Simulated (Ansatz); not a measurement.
# C₄H₇FS: a ladder of functionals and wavefunction methods

The task here is to estimate one member of a computed series from the others.

The runs use Ansatz 0.2.0, Gaussian basis; functionals in def2-TZVPP, the program's frozen cores in correlated methods.

Plan: PBE-D4, r2SCAN-D4, PBE0-D4, B3LYP-D4, ωB97X-V, ωB97M-V, B2PLYP; CCSD(T)/def2-TZVPP; MP2/def2-QZVPP; extrapolation to the limit.

## The relaxed structure

An earlier PBE0-D4 in a triple-zeta def2 set relaxation fixed the geometry.

SMILES `C=CCC(F)S`, 13 atoms, charge 0, spin multiplicity 1.

Atoms are counted from 1 here; the program's logs count them from 0.

Bond lengths: C1–C2 1.325 Å, C1–H7 1.085 Å, C1–H8 1.084 Å, C2–C3 1.494 Å, C2–H9 1.087 Å, C3–C4 1.522 Å, C3–H10 1.094 Å, C3–H11 1.094 Å, C4–F5 1.380 Å, C4–S6 1.800 Å, C4–H12 1.095 Å, S6–H13 1.343 Å. Angles: C2–C1–H7 121.4°, C2–C1–H8 121.5°, H7–C1–H8 117.1°, C1–C2–C3 124.2°, C1–C2–H9 119.2°, C3–C2–H9 116.6°, C2–C3–C4 114.8°, C2–C3–H10 110.2°, C2–C3–H11 110.0°, C4–C3–H10 107.3°, C4–C3–H11 106.6°, H10–C3–H11 107.6°, C3–C4–F5 108.8°, C3–C4–S6 115.8°, C3–C4–H12 109.7°, F5–C4–S6 110.7°, F5–C4–H12 107.2°, S6–C4–H12 104.2° and more.

The first run:

Contents of in.yaml:

```yaml
crystal:
  periodic: [false, false, false]
  atoms:
    - {symbol: C, position_ang: [-0.994537, -1.518208, 0.874157]}
    - {symbol: C, position_ang: [0.100261, -0.794571, 0.692593]}
    - {symbol: C, position_ang: [0.564161, -0.291206, -0.635009]}
    - {symbol: C, position_ang: [0.225992, 1.164850, -0.918949]}
    - {symbol: F, position_ang: [-1.135733, 1.276256, -1.112523]}
    - {symbol: S, position_ang: [0.794576, 2.353554, 0.307681]}
    - {symbol: H, position_ang: [-1.632445, -1.797957, 0.041976]}
    - {symbol: H, position_ang: [-1.293283, -1.856063, 1.859632]}
    - {symbol: H, position_ang: [0.716232, -0.540469, 1.551663]}
    - {symbol: H, position_ang: [1.649533, -0.396190, -0.721236]}
    - {symbol: H, position_ang: [0.109531, -0.879653, -1.437890]}
    - {symbol: H, position_ang: [0.712528, 1.481715, -1.846760]}
    - {symbol: H, position_ang: [0.203584, 1.763242, 1.359464]}
basis:
  gaussian: {orbitals: def2-TZVPP}
hamiltonian: {xc: pbe, dispersion: d4}
output: {forces: true, orbitals: {seedname: orbitals}}
```

Launch:

```console
$ ansatz run in.yaml --threads 2 --pin off --events-out ev --progress --plain --max-ram 22528MiB --backend cuda --devices 0, --max-vram 18GiB
```

Steps of the session up to this table: PBE-D4 (GGA); r2SCAN-D4 (meta-GGA); PBE0-D4 (hybrid); B3LYP-D4 (hybrid); ωB97X-V (range-separated); ωB97M-V (range-separated); B2PLYP (double hybrid); CCSD(T) in def2-TZVPP; MP2 in def2-QZVPP.

One table of the session follows, with a row left open; its other results are not shown here.

It belongs to the step «Atomisation energies». 

| method | atomisation energy (kJ/mol) |
| --- | --- |
| PBE-D4 | 5252.7 |
| r2SCAN-D4 | ? |
| PBE0-D4 | 5152.5 |
| B3LYP-D4 | 5106.8 |
| ωB97X-V | 5120.0 |
| ωB97M-V | 5131.2 |
| B2PLYP | 5053.3 |
| HF/def2-TZVPP | 3724.8 |
| MP2/def2-TZVPP | 5071.1 |
| CCSD/def2-TZVPP | 4898.2 |
| CCSD(T)/def2-TZVPP | 4981.0 |
| MP2/CBS | 5196.8 |
| CCSD(T)/CBS | 5106.7 |

Q: Estimate the row for r2SCAN-D4 from the others.

**Answer.** atomisation energy (kJ/mol): 5129.8. In the column «atomisation energy (kJ/mol)» it lies between ωB97X-V (5120.0) and ωB97M-V (5131.2).

Caveats from the session: Free atoms (4 C, 1 F, 1 S, 7 H) were run apart at each level; the atomisation energy is their sum less the molecule, without zero-point or spin-orbit terms.
